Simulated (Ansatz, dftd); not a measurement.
Reaction: AlCl3 (SMILES [Cl][Al]([Cl])[Cl]) → AlCl2 (SMILES [Cl][Al][Cl], doublet) + Cl (doublet) (the Al-Cl bond breaks)
Each species at its own B3LYP-D3(BJ)/def2-TZVP minimum (Ansatz, an electronic-structure program).

Property: bond dissociation energy (electronic), in kJ/mol. Open shells are spin-unrestricted; no spin-orbit coupling. CBS(X,Y): correlation extrapolated as X^-3, Hartree-Fock from the larger set (Q,5: extrapolated as (X+1)exp(-9√X)). A bracket is a step between two methods taken in the basis named. Functionals run without relativity, which enters their misses. Double hybrids freeze cores in their MP2 part. '+ core + X2C': CCSD(T) terms for core correlation (cc-pwCVTZ, 1s frozen past Ne) and scalar relativity (cc-pVTZ-DK).

Compared with CCSD(T)/CBS(cc-pV(Q+d)Z,cc-pV(5+d)Z) + [CCSDT(Q) - CCSD(T)]/cc-pV(D+d)Z + core + X2C (Ansatz): 495.6 kJ/mol.

Costs are rough ratios of core time, to one figure, on one kind of shared machine, summed over the single points of the molecules; atoms, geometries and frequencies are left out. The first row took roughly 10 core seconds; short runs hold start-up time.

| level | program | cost relative to the first row | difference (kJ/mol) |
|---|---|---|---|
| PBE-D4/def2-TZVPD | Ansatz + dftd4 | 1 | -21.8 |
| CAM-B3LYP-D4/def2-TZVPD | Ansatz + dftd4 | 2 | -22.1 |
| r2SCAN-D3(BJ)/def2-TZVPD | Ansatz + dftd3 | 2 | -15.2 |
| r2SCAN/def2-TZVPD | Ansatz | 2 | -16.6 |
| B2GP-PLYP/def2-TZVPD | Ansatz | 2 | -18.4 |
| wB97X-V/def2-TZVPD | Ansatz | 2 | -4.1 |
| wB97M-V/def2-TZVPD | Ansatz | 3 | -0.9 |

The dearest row costs roughly 3 times the first. Costs within a factor of two don't rank. The table holds for this case alone.
